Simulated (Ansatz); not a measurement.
A run on CH$_{4}$AlCl, SMILES `[AlH2][CH2]Cl` with other settings.

```yaml
crystal:
  periodic: [false, false, false]
  atoms:
    - {symbol: Al, position_ang: [-0.694876, 0.291752, -0.826383]}
    - {symbol: C, position_ang: [0.584795, -0.097828, 0.618546]}
    - {symbol: Cl, position_ang: [0.553076, -1.826617, 1.088250]}
    - {symbol: H, position_ang: [-1.575374, -0.858626, -1.458186]}
    - {symbol: H, position_ang: [-0.795842, 1.798581, -1.319838]}
    - {symbol: H, position_ang: [0.376641, 0.485090, 1.519649]}
    - {symbol: H, position_ang: [1.612879, 0.139748, 0.332363]}
basis:
  gaussian: {orbitals: def2-TZVPP}
hamiltonian: {xc: {name: B97}}
output: {forces: true}
```

```sh
$ ansatz run in.yaml --threads 2 --pin off --events-out ev --progress --plain --max-ram 4352MiB
```

It prints (some lines left out):

```
Functional definition: B97
1017 factors; their error is unknown
mean field evaluation 1: about -20214.7530 eV, gradient 4.5e1 eV
mean field evaluation 2: about -20210.4075 eV, gradient 5.8e1 eV
mean field evaluation 4: about -20219.3887 eV, gradient 1.8e0 eV
mean field evaluation 8: about -20219.3962 eV, gradient 2.3e-2 eV
mean field evaluation 16: about -20219.4208 eV, gradient 7.0e-5 eV
mean field -20219.42084306 eV, -743.0500107667 hartree, gradient 9.7e-6 eV, S^2 0.000000; 0 other end points of the search recorded, 0 dependent functions left out
reference -20219.42086975 eV, -743.0500117475 hartree; 20, 20 occupied and 151, 151 virtual orbitals, 1017 factors
Total energy: -20219.42086975 eV, -743.0500117475 hartree
Atom 0 at    -0.694876     0.291752    -0.826383 Å, force    -0.091962     0.037490    -0.107421 eV/Å
Atom 1 at     0.584795    -0.097828     0.618546 Å, force     0.049731     0.353944    -0.050877 eV/Å
Atom 2 at     0.553076    -1.826617     1.088250 Å, force     0.010558    -0.424856     0.134798 eV/Å
Atom 3 at    -1.575374    -0.858626    -1.458186 Å, force    -0.000158     0.015521    -0.004223 eV/Å
Atom 4 at    -0.795842     1.798581    -1.319838 Å, force    -0.003137    -0.008434    -0.000878 eV/Å
Atom 5 at     0.376641     0.485090     1.519649 Å, force     0.007609     0.015908     0.023985 eV/Å
Atom 6 at     1.612879     0.139748     0.332363 Å, force     0.027359     0.010427     0.004615 eV/Å
Dipole moment:     0.037658     0.348627    -0.062359 e Å
```

Hardware: 2 threads of an Arm Neoverse V1 on a shared host. Wall time 7 s, peak host memory 0.37 GiB.
